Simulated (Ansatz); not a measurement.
System: fcc Rh. Method: rVV10 (plane waves, PAW; Ansatz, a quantum-chemistry and plane-wave program).

Numerical settings: plane-wave cutoff 520 eV, 24×24×24 k mesh, Fermi–Dirac smearing 0.05 eV, no spin polarisation, scalar-relativistic PAW data made under PBE.

Energies at three volumes about the minimum:

| V (Å³/atom) | E − E_lowest (meV/atom) |
|---|---|
| 14.156 | 4.63 |
| 14.445 | 0.00 |
| 14.734 | 4.12 |

**Question.** Fit a parabola by hand: where is the minimum, what lattice constant follows, and what is the bulk modulus?

**Answer.** Slopes: (0.00 − 4.63)/(14.445 − 14.156) = -16.021 and (4.12 − 0.00)/(14.734 − 14.445) = 14.256 meV/Å³. Curvature E″ = 2 × (14.256 − (-16.021))/(14.734 − 14.156) = 104.765 meV/Å⁶. From the middle of the first interval, the slope vanishes at V0 = 14.3005 − (-16.021)/104.765 = 14.453 Å³/atom. B = V0 E″ = 14.453 × 104.765 meV/Å³ × 0.1602 GPa per meV/Å³ = 243 GPa. With 4 atoms in the cube, a = (4 × 14.453)^(1/3) = 3.867 Å. The full Birch–Murnaghan fit to all volumes gives V0 = 14.447 Å³/atom and B0 = 242 GPa.

Measured, for comparison: bulk modulus 271 GPa (corrected for temperature and zero-point phonon effects, sources range from 271 to 289; as tabulated in Levämäki et al. (2014), arXiv:1402.3671); lattice constant a 3.794 Å (static lattice: zero-point anharmonic expansion removed; as tabulated in Mejia-Rodriguez and Trickey (2018), arXiv:1807.09216). Computed less measured: bulk modulus -11 % (-11 % to -16 % over the range).
